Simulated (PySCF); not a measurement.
## AlO(OH) + HCl → AlOCl + H₂O

Level: PBE0 in the def2-TZVP basis family, all electrons, no relativity, computed in PySCF with density fitting; open shells unrestricted.

| species | state and structure | ZPE (kJ/mol) | H(298 K) − H(0) (kJ/mol) | S° (J/(mol K)) |
| --- | --- | --- | --- | --- |
| AlO(OH) | singlet, Cs, Al–O 1.595 Å, Al–O 1.666 Å, O–H 0.954 Å; Al–O–H 132.2°, O–Al–O 177.5° | 41.0 | 13.7 | 263.7 |
| HCl | singlet, C∞v, H–Cl 1.279 Å | 17.9 | 8.7 | 186.6 |
| AlOCl | singlet, C∞v, Al–Cl 2.059 Å, Al–O 1.592 Å; Cl–Al–O 180.0° | 11.9 | 12.4 | 257.1 |
| H₂O | singlet, C2v, O–H 0.960 Å (×2); H–O–H 105.1° | 56.5 | 9.9 | 188.7 |

(1) Is the gas-phase reaction uphill or downhill in electronic energy at this level, and by how much?

(2) Add zero-point, thermal and entropy terms for 298.15 K and 1 bar.

## Answers

(1) At PBE0/def2-TZVP, ΔE = -29.9 kJ/mol, downhill. 

(2) ΔZPE = 9.5 and Δ[H(298) − H(0)] = -0.1 kJ/mol give ΔH° = -20.5 kJ/mol. ΔS° = -4.5 J/(mol K), so ΔG° = -20.5 − 298.15 × (-0.0045) = -19 kJ/mol and log₁₀K = 3.4.

The structures come from searches over a few start shapes, so lower isomers are not excluded.
